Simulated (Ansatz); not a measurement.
Predicting a hybrid from its neighbours: CH4O (methanol)

CH4O: 6 atoms, total charge 0, spin state singlet. As SMILES, `CO`. Geometry: relaxed at PBE0-D4/def2-TZVP.

The vertical ionisation energy (to the doublet cation) y, in eV, basis def2-TZVP; a is the functional's share of exact exchange. Programs: Ansatz 0.2.0.

| functional | program | a | y (eV) |
| --- | --- | --- | --- |
| BLYP | Ansatz | 0 | 10.59 |
| revPBE | Ansatz | 0 | 10.59 |
| B3LYP | Ansatz | 0.2 | ? |
| PBE0 | Ansatz | 0.25 | 10.78 |
| r2SCAN0 | Ansatz | 0.25 | 10.75 |
| BHLYP | Ansatz | 0.5 | 10.79 |

Question: Fit y = c + s·a to the known rows and predict B3LYP.

Answer: 
1. Means of the 5 rows: a = 0.2000, y = 10.700.
2. Σ(Δa)² = 0.175, Σ(Δa·Δy) = 0.0775, so the slope is 0.0775/0.175 = 0.44286.
3. Intercept: 10.700 − (0.44286) × 0.2000 = 10.611. The largest residual of the fit is 0.058.
4. B3LYP: 10.611 + (0.44286) × 0.2 = 10.70 eV.

The run gave 10.87 eV, so the prediction is off by -0.17 eV, more than the scatter of the fit. The rows mix families of semi-local functionals, which the line can't see. The measured value is 10.96 eV (NIST CCCBDB).
